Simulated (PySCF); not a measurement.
Match the calculated data to a structure.

All candidates are C5H9Cl.

| technique | computed result |
| --- | --- |
| Dipole | 2.17 D [CAM-B3LYP/def2-SVPD] |
| Polarisability | 77.0 au [CAM-B3LYP/def2-SVPD] |
| UV, strongest line | among the 8 lowest singlet transitions: S2 at 6.65 eV (186 nm, f = 0.385) [TDDFT CAM-B3LYP/def2-SVPD] |
| UV, first state | lowest singlet excitation: 6.39 eV (194 nm, f = 0.012) [TDDFT CAM-B3LYP/def2-SVPD] |
| Rotational structure | rotational constants A, B, C: 5.645, 1.405, 1.224 GHz [GFN2-xTB] |
| Triplet | lowest triplet excitation (Tamm–Dancoff): 4.21 eV [TDA CAM-B3LYP/def2-SVPD] |

Gas-phase values; electronic properties from PySCF, density fitting. Levels stand in brackets. Geometry: GFN2-xTB, one conformer, isolated molecule.

Question: Which candidate is it?
A. `CC/C=C(\C)Cl`
B. `CC/C=C/CCl`
C. `CC/C=C\CCl`

Answer: A. It is `CC/C=C(\C)Cl`. Numbering: `[CH3:1][CH2:2]/[CH:3]=[C:4](\[CH3:5])[Cl:6]`. Its formula, C5H9Cl, gives 1 degree of unsaturation: 0 rings and 1 π bond in the structure found. The optimised geometry has point group C1 and is an asymmetric top.

The others, at the same levels:
- `CC/C=C\CCl` fails: its computed strongest line among the 8 lowest singlet transitions is S1 at 6.36 eV (195 nm, f = 0.234) (against S2 at 6.65 eV), rotational constant A is 6.017 GHz (against 5.645 GHz) and smallest rotational constant is 1.162 GHz (against 1.224 GHz).
- `CC/C=C/CCl` fails: its computed lowest singlet excitation is 6.69 eV (185 nm, f = 0.326) (against 6.39 eV), rotational constant A is 7.288 GHz (against 5.645 GHz) and smallest rotational constant is 0.957 GHz (against 1.224 GHz).

Each candidate is one conformer, not necessarily the lowest. Dipoles, sizes and rotational constants follow the conformer. The torsions of the flexible species, by atom-mapped SMILES:
- `[CH3:1][CH2:2]/[CH:3]=[C:4](\[CH3:5])[Cl:6]`: C1–C2–C3–C4 108°
- `[CH3:1][CH2:2]/[CH:3]=[CH:4]\[CH2:5][Cl:6]`: C1–C2–C3–C4 144°, C3–C4–C5–Cl6 80°
- `[CH3:1][CH2:2]/[CH:3]=[CH:4]/[CH2:5][Cl:6]`: C1–C2–C3–C4 -121°, C3–C4–C5–Cl6 -112°
